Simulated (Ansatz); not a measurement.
# A workflow on CH4FSi (SMILES C[SiH]F)

Wanted: a series of 12 runs (UHF/STO-3G, UHF/3-21G, UHF/6-31G*, UB3LYP/6-31G*, UMP2/6-31G*) of CH4FSi. 

Program for the calculation: Ansatz 0.2.0.

## (1) The structure to begin with

CH4FSi has 7 atoms, charge 0, and is taken as a doublet. SMILES: `C[SiH]F`. Geometry: relaxed at PBE0-D4/def2-TZVP. The run starts from this shape.

Bond lengths: C1–Si2 1.864 Å, Si2–F3 1.609 Å, C1–H4 1.091 Å, C1–H5 1.093 Å, C1–H6 1.094 Å, Si2–H7 1.494 Å. Angles: C1–Si2–F3 108.7°, C1–Si2–H7 111.7°, F3–Si2–H7 106.7°, Si2–C1–H4 111.5°, Si2–C1–H5 109.9°, Si2–C1–H6 110.0°, H4–C1–H5 108.4°, H4–C1–H6 108.5°, H5–C1–H6 108.5°.

## (2) A structure relaxation at UHF/STO-3G (start density atoms) (run 1)

The input, job.yaml:

```yaml
crystal:
  periodic: [false, false, false]
  atoms:
    - {symbol: C, position_ang: [-0.653500, 0.389500, -0.298000]}
    - {symbol: Si, position_ang: [0.917400, -0.594100, -0.104100]}
    - {symbol: F, position_ang: [0.640700, -1.812800, 0.909600]}
    - {symbol: H, position_ang: [-1.444900, -0.207800, -0.754100]}
    - {symbol: H, position_ang: [-0.470200, 1.260900, -0.931700]}
    - {symbol: H, position_ang: [-1.000700, 0.738300, 0.679600]}
    - {symbol: H, position_ang: [2.011300, 0.226000, 0.498700]}
basis:
  gaussian: {orbitals: STO-3G}
output: {orbitals: {seedname: orbitals}}
magnetization: {spin_polarized: true, initial_magnetization: 1}
hamiltonian: {xc: hf}
relax: {f_tol: 0.002}
total_charge: 0
```

On the command line:

```console
$ ansatz run job.yaml --threads 1 --pin off --max-ram 3480MiB --events-out events.jsonl --progress --plain --runs-dir runs
```

Standard output:

```text
Warning: RAYON_NUM_THREADS=1 ignored (pool sized by the plan → 1); use --threads N
The last accepted step is kept in runs//last_step.txt (removed where the run ends without a failure and the disk answers)
[... 49 lines left out ...]
Total energy: -11519.99175265 eV, -423.3518883789 hartree
[... 7 lines left out ...]
Dipole moment:     0.088473     0.087239    -0.287110 e Å
```

Wall time 2.3 s (1 thread of Intel Xeon 6975P-C (Granite Rapids), shared host); peak memory 0.12 GiB.

The path in brief:

```tsv
step	energy from the first frame kept (eV)	largest force (eV/Å)
1	0.0000	1.8423
2	-0.0590	0.8199
3	-0.0834	0.2304
4	-0.0842	0.0473
5	-0.0843	0.0112
6	-0.0843	0.0021
```

After the run. Bond lengths: C1–Si2 1.869 Å, Si2–F3 1.627 Å, C1–H4 1.082 Å, C1–H5 1.082 Å, C1–H6 1.084 Å, Si2–H7 1.433 Å. Angles: C1–Si2–F3 107.8°, C1–Si2–H7 108.1°, F3–Si2–H7 106.5°, Si2–C1–H4 112.0°, Si2–C1–H5 110.8°, Si2–C1–H6 111.3°, H4–C1–H5 107.5°, H4–C1–H6 107.5°, H5–C1–H6 107.5°.

## (3) The harmonic vibrations at UHF/STO-3G (start density atoms) (run 2)

The input, job.yaml:

```yaml
crystal:
  periodic: [false, false, false]
  atoms:
    - symbol: C
      position_ang: [-0.632860, 0.387998, -0.295506]
    - symbol: Si
      position_ang: [0.939753, -0.607073, -0.121862]
    - symbol: F
      position_ang: [0.648926, -1.817611, 0.926295]
    - symbol: H
      position_ang: [-1.430950, -0.188778, -0.744729]
    - symbol: H
      position_ang: [-0.470788, 1.258982, -0.917331]
    - symbol: H
      position_ang: [-0.986364, 0.737240, 0.667446]
    - symbol: H
      position_ang: [1.932384, 0.229240, 0.485687]
basis:
  gaussian:
    orbitals: STO-3G
magnetization:
  spin_polarized: true
  initial_magnetization: 1
hamiltonian:
  xc: hf
phonons:
  temperatures: {t_min: 298.15, t_max: 298.15, t_step: 1}
```

On the command line:

```console
$ ansatz run job.yaml --threads 1 --pin off --max-ram 3480MiB --events-out events.jsonl --progress --plain --runs-dir runs
```

Standard output:

```text
Warning: RAYON_NUM_THREADS=1 ignored (pool sized by the plan → 1); use --threads N
[... 232 lines left out ...]
Total energy: -11519.99175721 eV, -423.3518885465 hartree
[... 7 lines left out ...]
Dipole moment:     0.088472     0.087241    -0.287111 e Å
Vibrations: 110.52 293.88 751.87 833.52 933.59 964.76 1064.90 1133.27 1672.20 1850.23 1852.96 2811.03 3557.74 3736.78 3747.03 cm⁻¹, zero-point energy 1.569286 eV
```

It took 7.5 s on 1 thread of Intel Xeon 6975P-C (Granite Rapids), shared host.

Runs 3 to 4 aren't shown in full; the table further down has their settings and results.

## (4) A structure relaxation at UHF/3-21G (start density atoms) (run 5)

The input, job.yaml:

```yaml
crystal:
  periodic: [false, false, false]
  atoms:
    - {symbol: C, position_ang: [-0.653500, 0.389500, -0.298000]}
    - {symbol: Si, position_ang: [0.917400, -0.594100, -0.104100]}
    - {symbol: F, position_ang: [0.640700, -1.812800, 0.909600]}
    - {symbol: H, position_ang: [-1.444900, -0.207800, -0.754100]}
    - {symbol: H, position_ang: [-0.470200, 1.260900, -0.931700]}
    - {symbol: H, position_ang: [-1.000700, 0.738300, 0.679600]}
    - {symbol: H, position_ang: [2.011300, 0.226000, 0.498700]}
basis:
  gaussian: {orbitals: 3-21G.json}
magnetization: {spin_polarized: true, initial_magnetization: 1}
hamiltonian: {xc: hf}
relax: {f_tol: 0.002}
output: {orbitals: {seedname: orbitals}}
```

The basis set 3-21G is read from a file made from the Basis Set Exchange's data (not shown).

On the command line:

```console
$ ansatz run job.yaml --threads 1 --pin off --max-ram 3480MiB --events-out events.jsonl --progress --plain --runs-dir runs
```

Standard output (excerpt; [...] marks lines left out):

```text
Warning: RAYON_NUM_THREADS=1 ignored (pool sized by the plan → 1); use --threads N
[... 1 set-up line as earlier in the session ...]
[... 68 lines left out ...]
Total energy: -11600.34672564 eV, -426.3048791697 hartree
[... 7 lines left out ...]
Dipole moment:    -0.056562     0.336401    -0.311109 e Å
```

It took 3.3 s on 1 thread of Intel Xeon 6975P-C (Granite Rapids), shared host; peak memory 0.12 GiB.

Step by step:

```tsv
step	energy from the first frame kept (eV)	largest force (eV/Å)
1	0.0000	1.4139
2	-0.0448	0.6376
3	-0.0528	0.1211
4	-0.0535	0.0241
5	-0.0536	0.0116
6	-0.0536	0.0079
7	-0.0535	0.0312
8	-0.0536	0.0016
9	-0.0536	0.0009
```

After the run. Bond lengths: C1–Si2 1.903 Å, Si2–F3 1.642 Å, C1–H4 1.084 Å, C1–H5 1.086 Å, C1–H6 1.086 Å, Si2–H7 1.488 Å. Angles: C1–Si2–F3 111.2°, C1–Si2–H7 110.1°, F3–Si2–H7 108.5°, Si2–C1–H4 111.9°, Si2–C1–H5 108.9°, Si2–C1–H6 111.4°, H4–C1–H5 108.2°, H4–C1–H6 108.1°, H5–C1–H6 108.2°.

Runs 6 to 11 aren't shown in full; the table further down has their settings and results.

## (5) Vibrational wavenumbers at UMP2/6-31G(d) (Cartesian functions, start density atoms) (run 12)

The input, input.yaml:

```yaml
crystal:
  periodic: [false, false, false]
  atoms:
    - {symbol: C, position_ang: [-0.654890, 0.392664, -0.296501]}
    - {symbol: Si, position_ang: [0.921077, -0.603451, -0.094062]}
    - {symbol: F, position_ang: [0.655172, -1.846485, 0.923029]}
    - {symbol: H, position_ang: [-1.449193, -0.195212, -0.761375]}
    - {symbol: H, position_ang: [-0.462704, 1.265551, -0.927397]}
    - {symbol: H, position_ang: [-1.016140, 0.746498, 0.674368]}
    - {symbol: H, position_ang: [2.006779, 0.240434, 0.481938]}
basis:
  gaussian: {orbitals: "6-31G*"}
magnetization: {spin_polarized: true, initial_magnetization: 1}
correlation: {method: mp2}
phonons: {temperatures: {t_min: 298.15, t_max: 298.15, t_step: 1}}
```

On the command line:

```console
$ ansatz run input.yaml --threads 1 --pin off --max-ram 3480MiB --events-out events.jsonl --progress --plain --runs-dir runs
```

Standard output:

```text
Warning: RAYON_NUM_THREADS=1 ignored (pool sized by the plan → 1); use --threads N
[... 41 lines left out ...]
7 core orbitals not correlated: weight in the atoms' cores, before any rotation towards them, 1.000 or more for the frozen orbitals, at most 0.000 for the correlated occupied ones
[... 144 lines left out ...]
7 core orbitals not correlated: weight in the atoms' cores, before any rotation towards them, 1.000 or more for the frozen orbitals, at most 0.000 for the correlated occupied ones
[... 142 lines left out ...]
Dipole moment:    -0.097607     0.296200    -0.195394 e Å
[... 1 line left out ...]
Checks for a lower state left out: cluster_reference
```

Wall time 45 s (1 thread of Intel Xeon 6975P-C (Granite Rapids), shared host); peak memory 0.13 GiB.

## (6) All runs side by side

```tsv
run	level	task	walk f tol	partner	energy (Eh)	dipole moment (D)	⟨S²⟩	wall time
1	UHF/STO-3G (start density atoms)	optimise	0.002	base	-423.351888	1.50	0.752	2.3 s
2	UHF/STO-3G (start density atoms)	frequencies	–	base	-423.351889	1.50	0.752	7.5 s
3	UHF/STO-3G (start density atoms)	energy	–	cation	-423.135163	–	–	0.14 s
4	UHF/STO-3G (start density atoms)	optimise	–	cation	-423.187677	–	–	7.2 s
5	UHF/3-21G (start density atoms)	optimise	0.002	base	-426.304879	2.22	0.751	3.3 s
6	UHF/3-21G (start density atoms)	frequencies	–	base	-426.304878	2.22	0.751	9.9 s
7	UHF/6-31G* (Cartesian functions, start density atoms)	optimise	0.002	base	-428.573399	1.81	0.752	7.2 s
8	UHF/6-31G* (Cartesian functions, start density atoms)	frequencies	–	base	-428.573399	1.81	0.752	19 s
9	UB3LYP/6-31G* (Cartesian functions, start density atoms)	optimise	0.002	base	-429.857428	1.72	0.751	11 s
10	UB3LYP/6-31G* (Cartesian functions, start density atoms)	frequencies	–	base	-429.857428	1.72	0.751	42 s
11	UMP2/6-31G* (Cartesian functions, start density atoms)	optimise	0.002	base	-428.943956	1.77	0.752	8.7 s
12	UMP2/6-31G* (Cartesian functions, start density atoms)	frequencies	–	base	-428.943956	1.77	0.752	45 s
```

## (7) What came out

| quantity | value |
| --- | --- |
| run 12, UMP2/6-31G*: total energy | -428.94396 Eh |
| run 12, UMP2/6-31G*: dipole moment (correlated density) | 1.77 D |
| run 12, UMP2/6-31G*: correlation energy (7 core orbitals frozen) | -371.1 mEh |
| run 12, UMP2/6-31G*: ⟨S²⟩ of the reference determinant | 0.752 |
| run 12, UMP2/6-31G*: largest force on an atom | 0.001 eV/Å |
| run 12, UMP2/6-31G*: lowest harmonic wavenumber | 152 cm⁻¹ |
| run 12, UMP2/6-31G*: highest harmonic wavenumber | 3215 cm⁻¹ |
| run 12, UMP2/6-31G*: zero-point energy | 127.8 kJ/mol |
| vertical ionisation energy (to the singlet cation) | 5.897 eV |
| adiabatic ionisation energy (to the singlet cation, no zero-point term) | 4.468 eV |

Removing an electron at fixed nuclei costs 5.90 eV (136 kcal/mol). Only the singlet of the ionised species was computed; a triplet could lie lower. In a minimal basis such a difference can be off by several eV, whatever the method. The adiabatic ionisation energy (to the singlet cation, no zero-point term) is 4.47 eV (431 kJ/mol). In runs 1, 2, 3, 4 the basis is minimal, so the values are rough. All runs together took 2.7 min, the longest 45 s.
